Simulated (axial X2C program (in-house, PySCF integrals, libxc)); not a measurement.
## PF: bond constants with and without spin–orbit coupling

All values were computed with an in-house all-electron X2C program for linear molecules (integrals from PySCF). Spin-free means the one-electron spin-free X2C Hamiltonian; two-component (2c) means X2C with spin–orbit coupling and atomic mean-field two-electron Coulomb and Gaunt terms, so the difference of the two also holds small scalar two-electron terms. Basis: P dyall-v3z [8s7p2d1f], F dyall-av3z [7s6p3d2f] (cores contracted in-house); Gaussian nuclei, density fitting, unrestricted open shells. Masses: P 30.974 u, F 18.998 u.

Input:
```json
{"zs": [15, 9], "q": 0, "bas": ["dyall-v3z", "dyall-av3z"], "levels": ["PBE0", "HF", "PBE"], "cc": true, "r0": 1.75, "thr": -2.0, "nmax": 90, "npts": 10, "nst": 2, "ntry": 6}
```
```bash
python so2c.py task.json out
```

Keys: zs atomic numbers; q charge; bas basis sets; levels methods; cc coupled cluster on or off; r0 starting distance in Å; thr threshold in hartree for freezing inner shells (an s shell follows its p shell); nmax most natural virtual spinors; npts points on the curve; nst determinants followed; ntry starts of the search. HF also brings MP2.

State, spin-free: M_S = 1, Λ = 0 (beyond evenly filled blocks: π+α, π-α); electrons by block: σα: 7, σβ: 7, π+α: 3, π+β: 2, π-α: 3, π-β: 2. Fragments: P + F.

State, 2c: Ω = 1 (⟨Sz⟩ = 1.00, ⟨Lz⟩ = 0.00 at PBE0); electrons by block: 1/2: 9, -1/2: 10, 3/2: 3, -3/2: 2. Fragments: P + F.

| Hamiltonian | level | Re (Å) | ωe (cm⁻¹) | αe (cm⁻¹) | De (eV) | μ (D) |
| --- | --- | --- | --- | --- | --- | --- |
| spin-free | PBE0 | 1.606 | 844.6 | 0.0044 | 4.64 | -0.86 |
| spin-free | HF | 1.580 | 900.3 | 0.00439 | 2.74 | -0.97 |
| spin-free | MP2 | 1.614 | 829.8 | 0.00442 | 4.64 | n/a |
| spin-free | CCSD | 1.607 | 845.5 | 0.0044 | 4.29 | n/a |
| spin-free | CCSD(T) | 1.614 | 829.0 | 0.00446 | 4.41 | n/a |
| spin-free | PBE | 1.631 | 794.3 | 0.00444 | 5.00 | -0.86 |
| 2c | PBE0 | 1.606 | 844.4 | 0.00441 | 4.64 | -0.86 |
| 2c | HF | 1.580 | 900.1 | 0.00439 | 2.73 | -0.97 |
| 2c | MP2 | 1.614 | 829.7 | 0.00442 | 4.63 | n/a |
| 2c | CCSD | 1.607 | 845.5 | 0.00438 | 4.28 | n/a |
| 2c | CCSD(T) | 1.614 | 829.2 | 0.00444 | 4.40 | n/a |
| 2c | PBE | 1.631 | 794.2 | 0.00444 | 5.00 | -0.86 |

Correlated methods: 12 electrons correlated (number of frozen shells: P 2 s, 1 p; F 1 s), 166 virtual spin orbitals or spinors in MP2, 90 natural virtuals in coupled cluster.

Dipoles are positive if F is the positive end.

Occupations by symmetry block were frozen at the best pattern of an incomplete PBE0 search. Dissociation energies refer to the lowest single-determinant-based atoms at the same level and basis. Density functionals use the spin component along the axis (collinear). Coupled cluster ran in a truncated set of natural virtual spinors; the MP2 energy of the rest was added. (T) has no such correction and the atoms are truncated less, which lowers De at CCSD(T) by a hundredth of an eV or more. The 2c atoms are single determinants rather than J levels; their spin–orbit lowering is only partly caught, and De is too large by that part. This holds for PBE0, PBE. Without a current term, density functionals place determinants with orbital angular momentum somewhat too high. With several unpaired electrons one determinant need not be a pure state. Open-shell Ω = 0 determinants with evenly filled partner blocks cannot be reached by this program, so the Ω shown need not be the lowest component. This is the Ω = 1 component of a π² triplet; the 0⁺ component is not one determinant and can lie lowest.

Rough cost a point (2c) on 1 thread(s) of a shared host, integrals apart: PBE0 0.23 s, HF 0.11 s, CCSD(T) 7 s, PBE 0.17 s.

The whole task took 120 s on 1 thread of Intel(R) Xeon(R) Processor @ 2.30GHz (shared host).
